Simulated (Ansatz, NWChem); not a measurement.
Worked example: vertical energy of the triplet above the singlet of C4H6 (1,3-butadiene)

C4H6 has 10 atoms, charge 0, and is taken as a singlet. SMILES: `C=CC=C`. Geometry: relaxed at PBE0-D4/def2-TZVP. This is one conformer, not always the lowest.

Both states at this one shape; open shells run unrestricted unless said. 1 Eh = 27.2114 eV.

```
                                                       level  program  singlet C4H6 (Eh)  triplet C4H6 (Eh)
                         revPBE/6-31G* (spherical functions)   Ansatz        -155.938407        -155.818298
                        r2SCAN0/6-31G* (spherical functions)   Ansatz        -155.864474        -155.751572
                          wB97X/6-31G* (spherical functions)   Ansatz        -155.935804        -155.808959
CCSD(T)/6-31G* (spherical functions), 4 core orbitals frozen   NWChem        -155.480741        -155.352333
```

Q: Work out the vertical gap, second state less first, at each level.

A: 
1. revPBE/6-31G* (spherical functions): -155.818298 − (-155.938407) = 0.120109 Eh = 3.27 eV.
2. r2SCAN0/6-31G* (spherical functions): -155.751572 − (-155.864474) = 0.112902 Eh = 3.07 eV.
3. wB97X/6-31G* (spherical functions): -155.808959 − (-155.935804) = 0.126845 Eh = 3.45 eV.
4. CCSD(T)/6-31G* (spherical functions): -155.352333 − (-155.480741) = 0.128408 Eh = 3.49 eV.

No measured value is set beside it here; the levels span 3.07 to 3.49 eV.
